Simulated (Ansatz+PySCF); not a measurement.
**singlet C₂H₄: levels of theory in one basis**

```
atom    x (Å)    y (Å)    z (Å)
   C   0.0000   0.0000  -0.7234
   C   0.0000   0.0000   0.7234
   H   0.0000  -0.9325  -1.3026
   H   0.0000   0.9325  -1.3026
   H  -0.9325   0.0000   1.3026
   H   0.9325   0.0000   1.3026
```

Basis set: cc-pVDZ (spherical functions). Frozen core: 2 orbitals. Charge 0, multiplicity 1.

Computed with Ansatz (development build ahead of 0.2.0); each method stands on the lowest determinant of its kind that the runs found. NEVPT2 correlates all electrons. Active spaces start from the frontier orbitals, and the lowest solution found is given.

```json
{"method": "RHF", "E − E(RHF) (eV)": "0.00", "<S²> of the determinant": "0.00"}
{"method": "UHF", "E − E(RHF) (eV)": "-2.99", "<S²> of the determinant": "1.04"}
{"method": "RHF-MP2", "E − E(RHF) (eV)": "-8.10", "<S²> of the determinant": "–"}
{"method": "RHF-CCSD", "E − E(RHF) (eV)": "-9.50", "<S²> of the determinant": "–"}
{"method": "RHF-CCSD(T)", "E − E(RHF) (eV)": "-10.37", "<S²> of the determinant": "–"}
{"method": "UHF-CCSD(T)", "E − E(RHF) (eV)": "-10.48", "<S²> of the determinant": "1.04"}
{"method": "RHF-CCSDT(Q)", "E − E(RHF) (eV)": "-10.57", "<S²> of the determinant": "–"}
{"method": "UHF-CCSDT(Q)", "E − E(RHF) (eV)": "-10.51", "<S²> of the determinant": "1.04"}
{"method": "CASSCF(2,2)", "E − E(RHF) (eV)": "-2.62", "<S²> of the determinant": "–"}
{"method": "SC-NEVPT2(2,2)", "E − E(RHF) (eV)": "-9.49", "<S²> of the determinant": "–"}
```

Task: What does UHF-MP2 give on the same scale?

Result: -9.32 eV.

Task: Is a single determinant a sound starting point here?

Result: It is doubtful. Unrestricted orbitals lower Hartree–Fock by 2.99 eV and <S²> is 1.04 where a pure state has 0.00, a sign of strong static correlation. The CASSCF(2,2) natural occupations are 1.00, 1.00.

Caution for RHF, RHF-MP2, RHF-CCSD, RHF-CCSD(T), RHF-CCSDT(Q): an unrestricted determinant lies well below; the determinant breaks the point group. Caution for UHF, UHF-MP2, UHF-CCSD(T), UHF-CCSDT(Q): the unrestricted determinant is a mixture of spin states. Caution for RHF-MP2, RHF-CCSD, RHF-CCSD(T), RHF-CCSDT(Q): large amplitudes, a single reference is doubtful. Caution for UHF-MP2, UHF-CCSD(T), UHF-CCSDT(Q): a plain start can end on a higher determinant. Caution for RHF-CCSD, RHF-CCSD(T), RHF-CCSDT(Q): the amplitudes may be one of several solutions. Caution for UHF-CCSDT(Q): another reference gives a lower total.
